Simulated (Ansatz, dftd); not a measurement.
Reaction: C3H8O (SMILES CCCO) → CH3 (SMILES [CH3], doublet) + C2H5O (SMILES [CH2]CO, doublet) (the C-C bond breaks)
Each species at its own B3LYP-D3(BJ)/def2-TZVP minimum (Ansatz, an electronic-structure program), one conformer.

Wanted: bond dissociation energy (electronic), in kcal/mol. Radicals and triplets start from unrestricted determinants; spin-orbit coupling is neglected. Cores are frozen in correlated methods. Rows without X2C or -DK are non-relativistic. CBS(X,Y): correlation extrapolated as X^-3, Hartree-Fock from the larger set. A bracket is a step between two methods taken in the basis named. Functionals run without relativity, which enters their misses. '+ core + X2C': CCSD(T) terms for core correlation (cc-pwCVTZ) and scalar relativity (cc-pVTZ-DK).

```tsv
level	program	bond dissociation energy (kcal/mol)
B3LYP-D3(BJ)/def2-TZVPD	Ansatz + dftd3	92.0
CAM-B3LYP/def2-TZVPD	Ansatz	92.2
MP2/CBS(cc-pVTZ,cc-pVQZ)	Ansatz	102.1
```

Task: Predict the result of CCSD(T)/CBS(cc-pVTZ,cc-pVQZ) + [CCSDT(Q) - CCSD(T)]/cc-pVDZ + core + X2C (Ansatz).

Result: 97.5 kcal/mol; the difference of MP2/CBS(cc-pVTZ,cc-pVQZ) is 4.6 kcal/mol.
